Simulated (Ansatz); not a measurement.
in.yaml

```yaml
crystal:
  periodic: [false, false, false]
  atoms:
    - {symbol: Al, position_ang: [0.000000, -0.520686, 4.438060]}
    - {symbol: Al, position_ang: [0.000000, 0.520686, -4.438060]}
    - {symbol: H, position_ang: [0.000000, 0.776716, 5.412187]}
    - {symbol: H, position_ang: [0.000000, -0.776716, -5.412187]}
basis:
  gaussian: {orbitals: 6-31G}
magnetization: {spin_polarized: true, initial_magnetization: 0}
hamiltonian: {xc: {name: r2SCAN0}}
```

```sh
$ ansatz run in.yaml --threads 1 --pin off --events-out ev --progress --plain --max-ram 4096MiB --backend cpu
```

Problem. Roughly how long does this take on 1 thread of AMD EPYC 7R13, shared host, and how much host memory?

Solution. 2.4 s wall and 0.23 GiB.

```
340 factors; integrals over basis functions are off by at most 1.6e-4 eV
mean field evaluation 1: about -13219.2726 eV, gradient 6.9e0 eV
mean field evaluation 2: about -13219.6306 eV, gradient 2.9e0 eV
mean field evaluation 4: about -13219.7277 eV, gradient 1.8e-1 eV
mean field evaluation 8: about -13219.7392 eV, gradient 2.4e-3 eV
mean field evaluation 16: about -13219.7392 eV, gradient 2.4e-5 eV
mean field evaluation 32: about -13219.5975 eV, gradient 1.2e0 eV
mean field -13219.73923394 eV, -485.8164561861 hartree, gradient 3.4e-6 eV, S^2 0.000000; 3 other end points of the search recorded, 0 dependent functions left out
reference -13219.73925215 eV, -485.8164568555 hartree; 14, 14 occupied and 16, 16 virtual orbitals, 340 factors
Total energy: -13219.73925215 eV, -485.8164568555 hartree
```
